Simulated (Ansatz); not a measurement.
Two structures, one formula

Two relaxed structures of BSiNH₅, doublet (PBE0-D4/def2-TZVP; forces vanish, vibrations not checked).

A:

N1  (-1.284, 0.774, -0.553)
B2  (1.043, -1.122, 0.543)
Si3  (0.279, 0.544, 0.059)
H4  (-1.927, 0.014, -0.702)
H5  (-1.663, 1.671, -0.801)
H6  (0.898, 1.891, 0.129)
H7  (0.416, -2.135, 0.429)
H8  (2.162, -1.123, 0.961)
(Å)

B:

N1  (-1.064, 0.571, -0.688)
B2  (0.411, 0.513, -0.047)
Si3  (0.714, -1.117, 0.973)
H4  (-1.553, -0.301, -0.475)
H5  (-1.613, 1.345, -0.317)
H6  (0.941, 1.574, -0.239)
H7  (-1.029, 0.686, -1.699)
H8  (2.208, -0.957, 1.202)
(Å)

Program: Ansatz 0.2.0. Basis: def2-TZVPP. Cores are frozen in the correlated methods; orbitals are unrestricted. B3LYP uses VWN-RPA correlation.

(1) Which structure is lower at CCSD(T), and by how much? (To be estimated.)

The T1 diagnostic stays at or below 0.027. ⟨S²⟩ of the unrestricted Hartree–Fock references: 0.76 to 0.85 (a pure state has 0.75). The unrestricted reference is spin-contaminated, which hurts MP2 most.

Answers

(1) By the calculation: A, by 1.564 eV (electronic energy, against the other). By their contacts, A is BSiNH₅ ([BH2][SiH][NH2]) and B is BSiNH₅ ([NH3][BH][SiH]).

All methods give the same order:

```tsv
method	E(B) − E(A) (eV)
PBE-D4	1.553
r2SCAN-D4	1.695
PBE0-D4	1.586
B3LYP-D4	1.687
wB97M-V	1.644
HF	1.725
MP2	1.736
CCSD	1.589
CCSD(T)	1.564
```

Labels in which every atom is bracketed show which atoms are joined, not bond orders.

For scale, one of the runs: CCSD(T)/def2-TZVPP, 174 basis functions, launched by `ansatz run in.yaml --threads 2 --pin off --events-out ev --progress --plain --max-ram 4352MiB`. Hardware: 2 CPU threads of an Arm Neoverse V1, shared host. Wall time 120 s; peak host memory 3.6 GiB.
